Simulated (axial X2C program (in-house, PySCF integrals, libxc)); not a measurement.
## Low determinants of AlS at the PBE0 level, scalar-relativistic

Computed with an axial X2C code built on PySCF integrals. Spin-free means the one-electron spin-free X2C Hamiltonian. Basis: S dyall-av3z [9s8p3d2f], Al dyall-v3z [8s8p2d1f] (cores contracted in-house); Gaussian nuclei, density fitting, unrestricted open shells. Masses: S 31.972 u, Al 26.982 u.

Search at 2.070 Å (vertical energies from the lowest determinant):

| ΔE (eV) | state | electrons beyond evenly filled partner blocks | electrons in σ, π, δ, φ |
| --- | --- | --- | --- |
| 0.00 | M_S = 1/2, Λ = 0 | σα | 17 12 0 0 |
| 0.90 | M_S = 1/2, Λ = 1 | π+α, π+β, π-α | 18 11 0 0 |
| 3.31 | M_S = 3/2, Λ = 0 | σα, π+α, π+β, 2 × π-α | 17 12 0 0 |
| 3.31 | M_S = 3/2, Λ = 2 | σα, 2 × π+α, π+β, π-α | 17 12 0 0 |
| 3.50 | M_S = 1/2, Λ = 2 | σα, 2 × π+α, π+β, π-β | 17 12 0 0 |
| 3.72 | M_S = 1/2, Λ = 1 | π+α | 16 13 0 0 |

Lowest determinant, M_S = 1/2, Λ = 0 (beyond evenly filled blocks: σα): Re = 2.039 Å, ωe = 613.6 cm⁻¹.

The determinant in row 2 of the search, M_S = 1/2, Λ = 1 (beyond evenly filled blocks: π+α, π+β, π-α), was followed along the bond at PBE0; measured from the minimum of the lowest determinant it gives:

Te = 0.634 eV (5116 cm⁻¹), Re = 2.276 Å, ωe = 427.9 cm⁻¹.

(1) Compare the bond of the determinant in row 2 with that of the lowest one.

The search compares states at one distance, so a state with another bond length can lie lower; it is not exhaustive and yields mostly the lowest determinant of each block pattern, so other components and higher states of one pattern are missing. These are energies of single determinants, not of spin-adapted states; PBE0 term energies can be off by some tenths of an eV, and the functional has no current term.

Results:

(1) At PBE0 its Re is 0.237 Å longer and its force constant, which goes as ωe², is 0.49 times that of the lowest determinant. T0 ≈ Te + Δωe/2 = 5116 + (-93) = 5023 cm⁻¹.
